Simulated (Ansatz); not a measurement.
**Interaction energy ladder**

The pair of CH$_{5}$N (SMILES CN, atoms 1–7) and SiH$_{4}$ (SMILES [SiH4], atoms 8–12), both closed shells, in one local arrangement (a lower one may exist), relaxed at PBE0-D4/def2-TZVP:

```csv
atom,x (Å),y (Å),z (Å)
C1,-0.9026,-0.2755,-1.4121
N2,0.4611,-0.0023,-0.9915
H3,-1.0380,-0.3897,-2.4955
H4,-1.5522,0.5342,-1.0727
H5,-1.2510,-1.1907,-0.9286
H6,0.8068,0.8525,-1.4088
H7,1.0858,-0.7465,-1.2747
Si8,0.4805,0.2402,1.8689
H9,-0.4280,1.2906,1.3470
H10,0.4475,0.3574,3.3605
H11,1.8900,0.4558,1.4611
H12,-0.0003,-1.1259,1.5463
```

Ansatz 0.2.0; basis: def2-TZVPPD, with def2-QZVPPD for the basis limit; cores frozen in the correlated methods. B3LYP uses VWN-RPA correlation. Extrapolation: Hartree–Fock as exp(−7.88 √X), correlation as X^−2.97. Interaction energies count from these two fragments, frozen as in the pair, with the counterpoise correction; negative means bound.

Task: What is the interaction energy by CCSD(T) at an estimated basis limit (MP2 extrapolated from triple and quadruple zeta, plus CCSD(T) − MP2 in triple zeta)? (To be estimated.)

Result: By the calculation: -15.1 kJ/mol. Hartree–Fock alone gives 1.1 kJ/mol at the basis limit, so without correlation the pair would not bind at this distance. It counts from the two fragments frozen as in the pair.

The same quantity by other methods in triple zeta, and each one's difference from that estimate:
```
   method  E_int (kJ/mol)  difference
   PBE-D4           -17.2        -2.1
revPBE-D4           -17.0        -1.8
  BLYP-D4           -14.2         0.9
r2SCAN-D4           -15.7        -0.6
   B97M-V           -15.8        -0.6
  PBE0-D4           -16.8        -1.6
 B3LYP-D4           -14.8         0.3
 HSE06-D4           -16.4        -1.3
  wB97X-V           -14.9         0.2
  wB97M-V           -16.7        -1.5
   B2PLYP            -8.0         7.1
       HF             1.3        16.4
      MP2           -13.6         1.5
     CCSD           -10.7         4.4
  CCSD(T)           -12.9         2.2
```
Differences are method less estimate.

Energy to bend the free fragments (PBE0-D4 minima) into their shapes in the pair, CCSD(T)/def2-TZVPPD: CH$_{5}$N 0.1 kJ/mol; SiH$_{4}$ 2.7 kJ/mol. This must be added to the interaction energy to get the binding energy from relaxed fragments.

Basis-set superposition shift (counterpoise-corrected less uncorrected): CCSD(T) 2.6; MP2 2.6; HF 0.4; PBE0-D4 0.5; wB97M-V 0.6 kJ/mol.

No T1 diagnostic of these runs exceeds 0.012.

For scale, one of the runs: CCSD(T)/def2-TZVPPD, 275 basis functions, launched by `ansatz run in.yaml --threads 4 --pin off --events-out ev --progress --plain --max-ram 9574MiB`. The run took 82 s on 4 CPU threads of an Arm Neoverse V2 (shared host), with 7.3 GiB of host memory at its peak.
